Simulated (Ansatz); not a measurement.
in.yaml

```yaml
crystal:
  periodic: [false, false, false]
  atoms:
    - {symbol: N, position_ang: [-0.051716, -0.000695, 0.000004]}
    - {symbol: H, position_ang: [1.846113, 0.024797, -0.000126]}
    - {symbol: H, position_ang: [-0.575638, 0.879251, -0.002758]}
    - {symbol: H, position_ang: [-0.551814, -0.894396, 0.002836]}
basis:
  gaussian: {orbitals: 6-31G}
total_charge: 1
magnetization: {spin_polarized: false, initial_magnetization: 1}
hamiltonian: {pseudopotentials: {relativity: none}}
correlation: {method: sc_nevpt2, electrons: all, active_space: {window: {electrons: 3, orbitals: 2}}}
```

```sh
$ ansatz run in.yaml --threads 1 --pin off --events-out ev --progress --plain --max-ram 2393MiB
```

Output:

```
228 factors; integrals over basis functions are off by at most 3.0e-4 eV
mean field evaluation 1: about -1512.0782 eV, gradient 3.6e1 eV
mean field evaluation 2: about -1512.0781 eV, gradient 3.5e1 eV
mean field evaluation 4: about -1514.4802 eV, gradient 1.3e1 eV
mean field evaluation 8: about -1515.4770 eV, gradient 1.6e-1 eV
mean field evaluation 16: about -1512.3696 eV, gradient 1.8e-2 eV
mean field -1515.47633951 eV, -55.6927282502 hartree, gradient 3.4e-6 eV, S^2 0.750000; 2 other end points of the search recorded, 0 dependent functions left out
reference -1515.47633951 eV, -55.6927282502 hartree; 5, 4 occupied and 10, 11 virtual orbitals, 228 factors
state -1515.47633951 eV, -55.6927282502 hartree
state -1515.47633951 eV, -55.6927282502 hartree; corrected -1518.21534424 eV, -55.7933848176 hartree
WARN: 1 active orbitals are nearly empty or full. The corrections depend on them more than the energy does, and are more stable in an active space without them
Total energy: -1518.21534424 eV, -55.7933848176 hartree
```

Natural occupations: 2.0000 1.0000.

Ran on 1 thread of Arm Neoverse V1, shared host: 0.12 s wall, 0.13 GiB peak host memory.
